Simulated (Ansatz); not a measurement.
Relaxation of CH4O2S (8 atoms, charge 0, multiplicity 1), to a largest force component of 0.02 eV/Å in at most 50 steps.

All numbers below come from RKS PBE/def2-SVP in Ansatz.

```xyz
8
Properties=species:S:1:pos:R:3
O 0.503 1.116 -0.846
C 0.174 0.782 0.454
S 0.488 -0.977 0.860
O -0.720 -1.650 -0.081
H -0.071 0.632 -1.454
H -0.880 0.969 0.686
H 0.821 1.350 1.123
H -0.316 -2.221 -0.743
```

Problem. Where does it end, and by what steps?

Solution. The forces met the threshold. After 10 steps the energy has fallen by 0.093 eV; H8 moved furthest, 0.27 Å.

| step | energy less start (eV) | largest force component (eV/Å) | accepted |
| --- | --- | --- | --- |
| 0 | 0.0000 | 1.280 | yes |
| 1 | -0.0622 | 1.017 | yes |
| 2 | -0.0841 | 0.349 | yes |
| 3 | -0.0893 | 0.099 | yes |
| 4 | -0.0905 | 0.040 | yes |
| 5 | -0.0911 | 0.042 | yes |
| 6 | -0.0915 | 0.061 | yes |
| 7 | -0.0922 | 0.096 | yes |
| 8 | -0.0925 | 0.053 | yes |
| 9 | -0.0927 | 0.020 | yes |
| 10 | -0.0927 | 0.015 | yes |

```xyz
8
Properties=species:S:1:pos:R:3
O 0.472 0.991 -0.884
C 0.181 0.769 0.461
S 0.377 -0.983 0.989
O -0.724 -1.631 -0.163
H -0.190 0.470 -1.381
H -0.859 1.071 0.732
H 0.892 1.344 1.093
H -0.149 -2.031 -0.846
```

Whether the end is a true minimum wasn't checked by a vibrational analysis.

Time of the run: 25 s on 1 thread of Arm Neoverse V1, on a shared host, peak memory 0.14 GiB.
